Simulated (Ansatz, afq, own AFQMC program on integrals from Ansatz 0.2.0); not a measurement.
Integrals from Ansatz 0.2.0, then the random walk in our own AFQMC program (afq).

```yaml
crystal:
  periodic: [false, false, false]
  atoms:
    - {symbol: O, position_ang: [-1.234049, -0.025232, 0.000000]}
    - {symbol: H, position_ang: [-1.483358, 0.901344, 0.000000]}
    - {symbol: H, position_ang: [-0.132049, -0.025232, 0.000000]}
    - {symbol: F, position_ang: [1.124951, -0.025232, 0.000000]}
basis:
  gaussian: {orbitals: cc-pVTZ}
magnetization: {spin_polarized: true, initial_magnetization: 1}
correlation: {method: ccsd_t, electrons: outside_noble_gas, hamiltonian_folder: ham}
```

```sh
$ ansatz run in.yaml --threads 1 --pin off --events-out ev --progress --plain --max-ram 16896MiB --backend cuda --devices 0, --max-vram 18GiB
```

afq runs on the folder ham with

```
--method phaseless --trial cisd --walkers 1400 --populations 20 --least-time 60 --time-step 0.005 --steps-per-block 50 --equilibration-blocks 28 --max-blocks 4000 --target-error 0.00023 --factor-cut 1e-05 --start spin_pure --seed 657 --release-times 0.24,0.51,0.99,1.5 --release-step 0.03 --release-every 4 --taylor-order 6
```

Times are imaginary, in 1/Eh. The walk had a cap of 167 s. With eight or more populations the least sampling time is a fifth of least-time, and the error comes from their spread.

Log:

```
orbitals 86  electrons 8 7  factors 537 of 538
reference energy -175.41428903 Eh
CCSD correlation -0.50730701 Eh in 19 cycles, weight of the determinant in the CISD state 0.8651
energy of the start -175.917307 Eh
 block  time / (1/Eh)  mean weight  energy / Eh
     1     0.250  1.0011  -175.918959
     2     0.500  0.9992  -175.926862
     3     0.750  1.0008  -175.932095
     4     1.000  1.0003  -175.935913
     5     1.250  1.0004  -175.938375
     7     1.750  0.9993  -175.939546
     9     2.250  1.0004  -175.934523
    11     2.750  0.9994  -175.937323
    15     3.750  0.9999  -175.935905
    19     4.750  0.9997  -175.938285
    23     5.750  0.9992  -175.933851
    27     6.750  1.0001  -175.934869
    31     7.750  0.9998  -175.934200
    35     8.750  0.9993  -175.935583
    39     9.750  1.0007  -175.938622
    43    10.750  1.0004  -175.937044
    47    11.750  0.9999  -175.936115
    51    12.750  1.0000  -175.937700
    55    13.750  0.9998  -175.936038
    59    14.750  0.9996  -175.936401
    63    15.750  0.9993  -175.940813
    67    16.750  1.0009  -175.937296
    71    17.750  1.0014  -175.935713
    75    18.750  0.9992  -175.934444
    79    19.750  1.0006  -175.935752
    83    20.750  1.0004  -175.936083
    87    21.750  1.0003  -175.937240
    91    22.750  0.9996  -175.934336
    95    23.750  1.0001  -175.935552
    99    24.750  1.0005  -175.937216
   101    25.250  1.0005  -175.934388
error from the spread of 20 populations
released: time / (1/Eh)  energy / Eh  error  mean overlap
  0.24  -175.937380  0.000316  0.9902
  0.51  -175.937880  0.000413  0.9785
  0.99  -175.938436  0.000430  0.9602
  1.50  -175.938516  0.000751  0.9432
energy -175.936847 +/- 0.000312 Eh
(rows thinned)
```

The run passed its tests (sampling time, drift between the halves within three errors, error under three times the target), which doesn't prove that it has relaxed, ending at its cap on processor time.

Against this walk (error 8.5 meV) on the same determinant: CCSD(T) 0.4 meV lower (within the noise). The error is statistical and leaves out the bias of the constraint. None of these is a sure reference here. The released energies are still falling (meV from the phaseless value at times in 1/Eh: -14 ± 9 at 0.24, -28 ± 11 at 0.51, -43 ± 12 at 0.99, -45 ± 20 at 1.50), so they give no level.

Cautions: constraint bias not in the error; error above the target (8.5 against 6.3 meV); the search met a lower determinant of the same kind, perhaps of another symmetry (72 meV lower); unrestricted determinant slightly spin contaminated (⟨S²⟩ 0.80 against 0.75).

The walk took 2.8 min on 1 × NVIDIA H100 80GB HBM3 with 2 threads of AMD EPYC 7R13 Processor (Zen 3), with other jobs on the host (the card was shared). The log's last line is the phaseless energy.

A walk keeps the symmetry of its determinant, which the program's search chose and which needn't be the lowest solution, so a lower state of the same spin and another symmetry isn't excluded.
